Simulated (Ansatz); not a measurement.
One crystal and one scan (energy against volume) at two levels, PBE (plane waves to 420 eV, PAW, scalar-relativistic; Ansatz, a quantum-chemistry and plane-wave program) and r2SCAN (plane waves to 500 eV, PAW, scalar-relativistic; Ansatz), each from its own relaxed cell and on its own mesh. The cell shown is that of PBE.

CdTe (zinc blende)

```
CELL_PARAMETERS angstrom
      0.00000     3.30930     3.30930
      3.30930     0.00000     3.30930
      3.30930     3.30930     0.00000
ATOMIC_POSITIONS crystal
  Te 0.75000 0.75000 0.75000
  Cd 0.00000 0.00000 0.00000
```

Equation-of-state scan: isotropic scaling of the cell above, V₀ being its volume. Symmetry pins the atoms to their sites.

E stands for the smeared free energy. CdTe was relaxed with its symmetry unable to fall. Spin-orbit coupling is left out, though Te is heavy. The PAW data are Ansatz's earlier set. Percentages come from the unrounded values. Both scans cover V/V₀ from 0.840 to 1.160.

Results of PBE:

* **Lattice constant a (Å)**: 6.619
* **Pressure at the smallest volume (GPa)**: 9.3
* **Energy cost of the largest compression (meV/atom)**: 142.2
* **Energy cost of the largest expansion (meV/atom)**: 76.1
* **Bulk modulus B₀ (third-order Birch-Murnaghan fit) (GPa)**: 35.0
* **Pressure derivative B₀′ (fit)**: 4.8
* **Pressure for 5 % compression (fit) (GPa)**: 2.0

### Question
Estimate the r2SCAN values.

### Answer
| quantity | r2SCAN | PBE − r2SCAN |
|---|---|---|
| Lattice constant a (Å) | 6.558 | +0.061 (+0.9 %) |
| Pressure at the smallest volume (GPa) | 10.5 | -1.2 (-12 %) |
| Energy cost of the largest compression (meV/atom) | 157.7 | -15.5 (-9.8 %) |
| Energy cost of the largest expansion (meV/atom) | 85.5 | -9.4 (-11 %) |
| Bulk modulus B₀ (third-order Birch-Murnaghan fit) (GPa) | 40.2 | -5.2 (-13 %) |
| Pressure derivative B₀′ (fit) | 4.6 | +0.2 (+3 %) |
| Pressure for 5 % compression (fit) (GPa) | 2.3 | -0.3 (-13 %) |

PBE gives the higher value for: lattice constant a. PBE gives the lower value for: pressure at the smallest volume; energy cost of the largest compression; energy cost of the largest expansion; bulk modulus B₀; pressure for 5 % compression. For the lattice constant a the reference is 6.48 Å (measured, room temperature or unstated; as given in M J Lucero, T M Henderson, G E Scuseria, Journal of Physics Condensed Matter (2012), arXiv:1111.4515): both lie above it, neither clearly nearer. For the bulk modulus B₀ the reference is 43.7 GPa (measured, room temperature or unstated; as given in Elmahjoubi, A., Shoker, M. B., Pages, O. et al., (2023), arXiv:2303.01780): it holds thermal shifts, so no verdict is drawn.  Neither level is exact: the differences show how much the result hangs on the functional.

(Under strain, the slope of the energy per volume gives the stress and its curvature an elastic modulus.)
